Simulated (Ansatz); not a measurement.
Structure relaxation of ZrNiP₃

Level of theory: Ansatz 0.2.0, DFT PBE, scalar-relativistic, plane waves, PAW. Cutoff 420 eV, Γ-centred k mesh, Gaussian smearing, no spin polarisation in the final step.

ZrNiP₃ was placed on the cubic perovskite structure type (Pm-3m, No. 221), with Zr in place of Sr, Ni in place of Ti, P in place of O, at a guessed volume.

```yaml
crystal:
  lattice:
    - [4.19117, 0.00000, 0.00000]
    - [0.00000, 4.19117, 0.00000]
    - [0.00000, 0.00000, 4.19117]
  atoms:
    - { symbol: Zr, position: [0.00000, 0.00000, 0.00000] }
    - { symbol: Ni, position: [0.50000, 0.50000, 0.50000] }
    - { symbol: P, position: [0.00000, 0.50000, 0.50000] }
    - { symbol: P, position: [0.50000, 0.00000, 0.50000] }
    - { symbol: P, position: [0.50000, 0.50000, 0.00000] }
```

Cell and atoms relax at zero pressure; the relaxation can't lower the symmetry of the start. After a coarse first stage the cell is made exact in the group found at 0.06 Å.

Energies over the elements count from the elements' standard structures at the same level, with no empirical corrections.

Q: Which crystal results?

A: It keeps Pm-3m (No. 221). The result still has the cubic perovskite structure. Conventional cell: a = 4.389 Å. Zr has 12 P at 3.10 Å; Ni is coordinated by 6 P at 2.19 Å; P is coordinated by 2 Ni at 2.19 Å.

```xyz
5
Lattice="4.3894 0.0000 0.0000 0.0000 4.3894 0.0000 0.0000 0.0000 4.3894" Properties=species:S:1:pos:R:3 pbc="T T T"
Zr    0.0000    0.0000    0.0000
Ni    2.1947    2.1947    2.1947
P     0.0000    2.1947    2.1947
P     2.1947    0.0000    2.1947
P     2.1947    2.1947    0.0000
```

Q: What are its volume, energy, density and gap?

A: The volume per atom is 16.91 Å³, the density is 4.77 g/cm³ and the energy over the elements is 0.10 eV/atom. The gap on the 8×8×8 mesh is 0 eV (a metal).

The final run used a 8×8×8 mesh on its 5-atom cell and 0.10 eV smearing. For metals, differences of a few meV/atom aren't resolved. Symmetry constrained the relaxation, so the result can be a saddle point. The steps took roughly 30 core-seconds in all.

Cost: 3 runs of about 0.56 core-minutes in all, on Arm Neoverse V1 (shared hosts).